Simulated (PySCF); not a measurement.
## Energy of C (carbon, neutral) between two integer charges

The 2p alpha orbital of [He] 2s2 2p2 is emptied in steps (occupation f), with all orbitals relaxed, ending at [He] 2s2 2p1. Computed with PySCF 2.14 in def2-TZVPPD, with the non-relativistic Hamiltonian (point nucleus). The exact energy is a straight line in f; departures are measured from the line between the end points of the same method.

| f | UHF (eV) | LDA (eV) | PBE (eV) | PBE0 (eV) | r2SCAN (eV) | LC-wPBE (eV) | BHandHLYP (eV) | wB97X (eV) | BLYP (eV) | TPSS (eV) |
| --- | --- | --- | --- | --- | --- | --- | --- | --- | --- | --- |
| 1 | 0.000 | 0.000 | 0.000 | 0.000 | 0.000 | 0.000 | 0.000 | 0.000 | 0.000 | 0.000 |
| 0.75 | 0.203 | -1.065 | -1.040 | -0.733 | -0.962 | -0.191 | -0.432 | -0.243 | -1.043 | -0.985 |
| 0.5 | 0.258 | -1.440 | -1.399 | -0.983 | -1.280 | -0.256 | -0.579 | -0.322 | -1.403 | -1.321 |
| 0.25 | 0.185 | -1.092 | -1.055 | -0.738 | -0.949 | -0.190 | -0.435 | -0.235 | -1.057 | -0.992 |
| 0 | 0.000 | 0.000 | 0.000 | 0.000 | 0.000 | 0.000 | 0.000 | 0.000 | 0.000 | 0.000 |

```
   method  E(f=0) − E(f=1) (eV)  −ε at f=1 (eV)  −ε at f=0.5 (eV)
      UHF                10.802          11.945            10.754
      LDA                11.682           6.097            11.607
      PBE                11.533           6.056            11.491
     PBE0                11.511           7.630            11.498
   r2SCAN                11.666           6.553            11.700
  LC-wPBE                11.673          10.668            11.676
BHandHLYP                11.349           9.066            11.339
    wB97X                11.391          10.110            11.410
     BLYP                11.394           5.897            11.356
     TPSS                11.450           6.244            11.432
```

Orbital energy along the path (eV):

```csv
f,UHF,LDA,PBE,PBE0,r2SCAN,LC-wPBE,BHandHLYP,wB97X,BLYP,TPSS
1,-11.945,-6.097,-6.056,-7.630,-6.553,-10.668,-9.066,-10.110,-5.897,-6.244
0.75,-11.303,-8.778,-8.714,-9.535,-9.096,-11.155,-10.185,-10.740,-8.568,-8.793
0.5,-10.754,-11.607,-11.491,-11.498,-11.700,-11.676,-11.339,-11.410,-11.356,-11.432
0.25,-10.277,-14.553,-14.337,-13.484,-14.263,-12.195,-12.508,-12.060,-14.207,-14.102
0,-9.858,-17.552,-17.147,-15.425,-16.616,-12.651,-13.667,-12.563,-17.021,-16.716
```

Reference removal energy between the ground levels: 11.260 eV (measured; NIST Atomic Spectra Database, ionization energies). The calculation has no spin-orbit coupling. UHF lacks correlation.
